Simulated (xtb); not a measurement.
xtb input (GFN2-xTB):

```bash
xtb mol.xyz --gfn 2 --ohess tight --chrg 0 --uhf 0
```
mol.xyz:
```
6

C     -0.20676056     0.41527032     0.00485077
S     -0.23962330    -1.34271760    -0.03804183
H      1.10794277    -1.50700507    -0.00280191
H     -1.27875830     0.78761168     0.00581936
H      0.27242411     0.87249916     0.91605041
H      0.28075336     0.83464723    -0.89641062
```

Output:

```
           -------------------------------------------------
          |                Calculation Setup                |
           -------------------------------------------------

           -------------------------------------------------
          |                 G F N 2 - x T B                 |
           -------------------------------------------------

        Reference                      10.1021/acs.jctc.8b01176
      * Hamiltonian:
        H0-scaling (s, p, d)           1.850000    2.230000    2.230000
        zeta-weighting                 0.500000
      * Dispersion:
        s8                             2.700000
        a1                             0.520000
        a2                             5.000000
        s9                             5.000000
      * Repulsion:
        kExp                           1.500000    1.000000
        rExp                           1.000000
      * Coulomb:
        alpha                          2.000000
        third order                    shell-resolved
        anisotropic                    true
        a3                             3.000000
        a5                             4.000000
        cn-shift                       1.200000
        cn-exp                         4.000000
        max-rad                        5.000000

          ...................................................
          :                      SETUP                      :
          :.................................................:
          :  # basis functions                  18          :
          :  # atomic orbitals                  17          :
          :  # shells                            9          :
          :  # electrons                        14          :
          :  max. iterations                   250          :
          :  Hamiltonian                  GFN2-xTB          :
          :  restarted?                      false          :
          :  GBSA solvation                  false          :
          :  PC potential                    false          :
          :  electronic temp.          300.0000000     K    :
          :  accuracy                    1.0000000          :
          :  -> integral cutoff          0.2500000E+02      :
          :  -> integral neglect         0.1000000E-07      :
          :  -> SCF convergence          0.1000000E-05 Eh   :
          :  -> wf. convergence          0.1000000E-03 e    :
          :  Broyden damping             0.4000000          :
          :  net charge                          0          :
          :  unpaired electrons                  0          :
          ...................................................

 iter      E             dE          RMSdq      gap      omega  full diag
   1     -7.4490105 -0.744901E+01  0.520E+00    5.33       0.0  T
   2     -7.4644259 -0.154153E-01  0.298E+00    4.90       1.0  T
   3     -7.4650745 -0.648638E-03  0.917E-01    4.70       1.0  T
   4     -7.4655522 -0.477689E-03  0.425E-01    4.63       1.0  T
   5     -7.4655626 -0.104054E-04  0.750E-02    4.62       1.0  T
   6     -7.4655621  0.463836E-06  0.204E-02    4.63       2.0  T
[...]
          |                Geometry Summary                 |
           -------------------------------------------------

      molecular mass/u    :       48.1072863
   center of mass at/Å    :       -0.1979601      -0.7649200      -0.0070483
  moments of inertia/u·Å² :        0.4900312E+01   0.3909552E+02   0.4077056E+02
rotational constants/cm⁻¹ :        0.3440114E+01   0.4311909E+00   0.4134756E+00

 * 4 selected distances

     #   Z          #   Z                                           value/Å
     2  16 S        3   1 H                                       1.3313214 (max)
     1   6 C        4   1 H                                       1.0851733 (min)
     1   6 C        5   1 H                                       1.0856481
     1   6 C        6   1 H                                       1.0854685

 * 2 distinct bonds (by element types)

   Z      Z             #   av. dist./Å        max./Å        min./Å
   1 H    6 C           3     1.0854299     1.0856481     1.0851733
   1 H   16 S           1     1.3313214     1.3313214     1.3313214

           -------------------------------------------------
          |               Frequency Printout                |
           -------------------------------------------------
 projected vibrational frequencies (cm⁻¹)
eigval :       -0.00    -0.00     0.00     0.00     0.00     0.00
eigval :      232.86   724.05   780.12   949.26  1029.82  1321.22
eigval :     1449.60  1453.67  2435.98  3033.06  3039.09  3062.95
 reduced masses (amu)
   1:  9.81   2: 27.88   3: 25.37   4: 28.05   5:  5.87   6:  7.13   7:  1.70   8: 16.22
   9:  2.50  10:  2.97  11:  3.91  12:  2.49  13:  1.63  14:  1.65  15:  1.96  16:  1.35
  17:  2.00  18:  1.84
 IR intensities (km·mol⁻¹)
   1:  3.96   2:  0.26   3:  0.84   4:  1.07   5: 15.27   6:  3.66   7: 29.87   8:  2.74
   9:  9.20  10:  0.43  11: 16.63  12:  3.95  13:  4.70  14:  6.19  15:139.50  16:  4.40
  17:  9.14  18:  4.14
 Raman intensities (Ä⁴*amu⁻¹)
   1:  0.00   2:  0.00   3:  0.00   4:  0.00   5:  0.00   6:  0.00   7:  0.00   8:  0.00
   9:  0.00  10:  0.00  11:  0.00  12:  0.00  13:  0.00  14:  0.00  15:  0.00  16:  0.00
  17:  0.00  18:  0.00
 output can be read by thermo (or use thermo option).
 writing <g98.out> molden fake output.
 recommended (thermochemical) frequency scaling factor: 1.0
Molecule has the following symmetry elements: (sigma)
It seems to be the Cs point group
Note: The following floating-point exceptions are signalling: IEEE_DENORMAL
normal termination of xtb
           -------------------------------------------------
          |             Thermodynamic Functions             |
           -------------------------------------------------

cs  symmetry found (for desy threshold:  0.10E+00) used in thermo

          ...................................................
          :                      SETUP                      :
          :.................................................:
          :  # frequencies                          12      :
          :  # imaginary freq.                       0      :
          :  linear?                             false      :
          :  only rotor calc.                    false      :
          :  symmetry                               cs      :
          :  rotational number                       1      :
          :  scaling factor                  1.0000000      :
          :  rotor cutoff                   50.0000000 cm⁻¹ :
          :  imag. cutoff                  -20.0000000 cm⁻¹ :
          :.................................................:

    mode    ω/cm⁻¹     T·S(HO)/kcal·mol⁻¹    T·S(FR)/kcal·mol⁻¹   T·S(vib)
   ------------------------------------------------------------------------
       1    232.86    -0.55359 ( 99.79%)    -0.60004 (  0.21%)    -0.55369
   ------------------------------------------------------------------------

   temp. (K)  partition function   enthalpy   heat capacity  entropy
                                   cal/mol     cal/K/mol   cal/K/mol   J/K/mol
 298.15  VIB   1.60                  501.191      4.357      2.612
         ROT  0.675E+04              888.752      2.981     20.504
         INT  0.108E+05             1389.943      7.338     23.115
         TR   0.323E+27             1481.254      4.968     37.520
         TOT                        2871.1968    12.3059    60.6352   253.6978

       T/K    H(0)-H(T)+PV         H(T)/Eh          T*S/Eh         G(T)/Eh
   ------------------------------------------------------------------------
    298.15    0.457554E-02    0.490265E-01    0.288098E-01    0.202167E-01
   ------------------------------------------------------------------------

         :::::::::::::::::::::::::::::::::::::::::::::::::::::
         ::                  THERMODYNAMIC                  ::
         :::::::::::::::::::::::::::::::::::::::::::::::::::::
         :: total free energy          -7.391605705417 Eh   ::
         ::.................................................::
         :: total energy               -7.411822406081 Eh   ::
         :: zero point energy           0.044450914272 Eh   ::
         :: G(RRHO) w/o ZPVE           -0.024234213608 Eh   ::
         :: G(RRHO) contrib.            0.020216700665 Eh   ::
         :::::::::::::::::::::::::::::::::::::::::::::::::::::

optimized geometry written to: xtbopt.xyz

           -------------------------------------------------
          | TOTAL ENERGY               -7.411822406081 Eh   |
          | TOTAL ENTHALPY             -7.362795948423 Eh   |
          | TOTAL FREE ENERGY          -7.391605705417 Eh   |
          | GRADIENT NORM               0.000169118660 Eh/α |
          | HOMO-LUMO GAP               4.568392219401 eV   |
           -------------------------------------------------

------------------------------------------------------------------------
------------------------------------------------------------------------
 total:
 SCF:
 ANC optimizer:
 analytical hessian:
```
